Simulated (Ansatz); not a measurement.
# BH2SF (SMILES FBS) at 6 levels

Aim: a comparison of 6 runs (BLYP/STO-3G, revPBE/STO-3G, wB97M-V/STO-3G, MP2/STO-3G, CCSDT(Q)/STO-3G, CCSD/STO-3G) of BH2SF. 

Program for the calculation: Ansatz 0.2.0.

65 further runs of the same task are left out: 65 set aside as unsound or not needed.

**1. The structure to begin with**

The species is BH2SF (5 atoms), meant as a singlet with charge 0. SMILES: `FBS`. The H5–S3 distance was set to 2.012 Å, away from the relaxed value. At this shape a bond of the SMILES string is far longer than usual.

Bond lengths: F1–B2 1.322 Å, B2–S3 1.794 Å, B2–H4 1.194 Å. Angles: F1–B2–S3 117.9°, F1–B2–H4 119.5°, S3–B2–H4 122.6°. A long bond or contact: S3–H5 2.012 Å.

**2. A single-point energy at BLYP/STO-3G (run 1)**

Input file run.yaml:

```yaml
crystal:
  periodic: [false, false, false]
  atoms:
    - {symbol: F, position_ang: [-1.293589, -1.058440, -1.698659]}
    - {symbol: B, position_ang: [-0.587289, -0.491640, -0.735559]}
    - {symbol: S, position_ang: [0.797911, 0.546060, -1.208859]}
    - {symbol: H, position_ang: [-0.886489, -0.683440, 0.404241]}
    - {symbol: H, position_ang: [1.321400, 1.003700, 0.679600]}
basis:
  gaussian:
    orbitals: STO-3G
hamiltonian:
  xc: {name: BLYP}
accuracy: high
```

Run with:

```bash
$ ansatz run run.yaml --threads 1 --pin off --max-ram 2610MiB --events-out events.jsonl --progress --plain --runs-dir runs
```

Standard output:

```text
Warning: RAYON_NUM_THREADS=1 ignored (pool sized by the plan → 1); use --threads N
Functional definition: BLYP
  name "BLYP"
  parameter beta = 0.0042
  parameter a = 0.04918
  parameter b = 0.132
  parameter c = 0.2533
  parameter d = 0.349
  exchange = b88_x(beta = beta)
  correlation = lyp_c(a = a, b = b, c = c, d = d)
370 factors; integrals over basis functions are off by at most 3.3e-8 eV
mean field evaluation 1: about -14090.0458 eV, gradient 1.1e1 eV
mean field evaluation 2: about -14087.8239 eV, gradient 2.1e1 eV
mean field evaluation 4: about -14090.5178 eV, gradient 2.1e0 eV
mean field evaluation 8: about -14090.4666 eV, gradient 1.8e-1 eV
mean field evaluation 16: about -14090.4668 eV, gradient 9.0e-7 eV
mean field -14090.46678877 eV, -517.8151036260 hartree, gradient 4.4e-8 eV, S^2 0.000000; 0 other end points of the search recorded, 0 dependent functions left out
reference -14090.46682301 eV, -517.8151048842 hartree; 16, 16 occupied and 5, 5 virtual orbitals, 370 factors
Total energy: -14090.46682301 eV, -517.8151048842 hartree
```

Wall time 1.2 s (1 thread of Arm Neoverse V1, shared host); peak memory 0.096 GiB.

**3. A single-point energy at revPBE/STO-3G (run 2)**

Input file run.yaml:

```yaml
crystal:
  periodic: [false, false, false]
  atoms:
    - symbol: F
      position_ang: [-1.293589, -1.058440, -1.698659]
    - symbol: B
      position_ang: [-0.587289, -0.491640, -0.735559]
    - symbol: S
      position_ang: [0.797911, 0.546060, -1.208859]
    - symbol: H
      position_ang: [-0.886489, -0.683440, 0.404241]
    - symbol: H
      position_ang: [1.321400, 1.003700, 0.679600]
basis:
  gaussian:
    orbitals: STO-3G
hamiltonian:
  xc: {name: revPBE}
magnetization:
  spin_polarized: false
  initial_magnetization: 0
accuracy: high
```

Run with:

```bash
$ ansatz run run.yaml --threads 1 --pin off --max-ram 2610MiB --events-out events.jsonl --progress --plain --runs-dir runs
```

Standard output:

```text
Warning: RAYON_NUM_THREADS=1 ignored (pool sized by the plan → 1); use --threads N
Functional definition: revPBE
  name "revPBE"
  parameter kappa = 1.245
  parameter beta = 0.06672455060314922
  exchange = pbe_x(kappa = kappa, mu = beta*pi^2/3)
  correlation = pbe_c(beta = beta)
370 factors; integrals over basis functions are off by at most 3.3e-8 eV
mean field evaluation 1: about -14089.6445 eV, gradient 9.7e0 eV
mean field evaluation 2: about -14088.0317 eV, gradient 1.8e1 eV
mean field evaluation 4: about -14090.0287 eV, gradient 1.7e0 eV
mean field evaluation 8: about -14089.9694 eV, gradient 8.9e-2 eV
mean field evaluation 16: about -14089.9695 eV, gradient 1.6e-6 eV
mean field -14089.96947895 eV, -517.7968278270 hartree, gradient 1.0e-8 eV, S^2 0.000000; 0 other end points of the search recorded, 0 dependent functions left out
reference -14089.96948099 eV, -517.7968279021 hartree; 16, 16 occupied and 5, 5 virtual orbitals, 370 factors
Total energy: -14089.96948099 eV, -517.7968279021 hartree
```

It took 1.2 s on 1 thread of Arm Neoverse V1, shared host; peak memory 0.096 GiB.

Runs 3 to 5 aren't shown in full; the table further down has their settings and results.

**4. The energy at CCSD/STO-3G (run 6)**

Input file molecule.yaml:

```yaml
basis:
  gaussian: {orbitals: STO-3G}
crystal:
  periodic: [false, false, false]
  atoms:
    - {symbol: F, position_ang: [-1.293589, -1.058440, -1.698659]}
    - {symbol: B, position_ang: [-0.587289, -0.491640, -0.735559]}
    - {symbol: S, position_ang: [0.797911, 0.546060, -1.208859]}
    - {symbol: H, position_ang: [-0.886489, -0.683440, 0.404241]}
    - {symbol: H, position_ang: [1.321400, 1.003700, 0.679600]}
correlation: {method: ccsd, frozen_orbitals: {B: 1, F: 1, H: 0, S: 5}}
accuracy: high
scf: {omitted_lower_state_checks: [cluster_reference, increment]}
```

Run with:

```bash
$ ansatz run molecule.yaml --threads 1 --pin off --max-ram 2610MiB --events-out events.jsonl --progress --plain --runs-dir runs
```

Standard output:

```text
Warning: RAYON_NUM_THREADS=1 ignored (pool sized by the plan → 1); use --threads N
[... 11 lines left out ...]
7 core orbitals not correlated: weight in the atoms' cores, before any rotation towards them, 1.000 or more for the frozen orbitals, at most 0.000 for the correlated occupied ones
[... 30 lines left out ...]
Total energy: -14064.02340722 eV, -516.8433272779 hartree
Checks for a lower state left out: cluster_reference, increment
```

It took 0.2 s on 1 thread of Arm Neoverse V1, shared host.

**5. Overview of the runs**

```csv
run,level,frozen core orbitals,energy (Eh),wall time
1,BLYP/STO-3G,–,-517.815105,1.2 s
2,revPBE/STO-3G,–,-517.796828,1.2 s
3,wB97M-V/STO-3G,–,-517.916832,19 s
4,MP2/STO-3G,7,-516.797973,0.16 s
5,CCSDT(Q)/STO-3G,7,-516.849889,0.5 s
6,CCSD/STO-3G,7,-516.843327,0.2 s
```

**6. What came out**

| quantity | value |
| --- | --- |
| run 6: total energy | -516.84333 Eh |
| run 6: correlation energy (7 core orbitals frozen) | -161.7 mEh |
| run 6: T1 diagnostic | 0.019 |

**Reading.** Totals of different functionals can't be ranked against each other. In runs 4, 5, 6 the log says that unrestricted orbitals would lower the reference, so the values rest on an unstable closed-shell determinant (other closed-shell runs at this shape may share the fault). In runs 1, 2, 3, 4, 5, 6 the basis is minimal, so the values are rough. All runs together took 22 s, the longest 19 s.
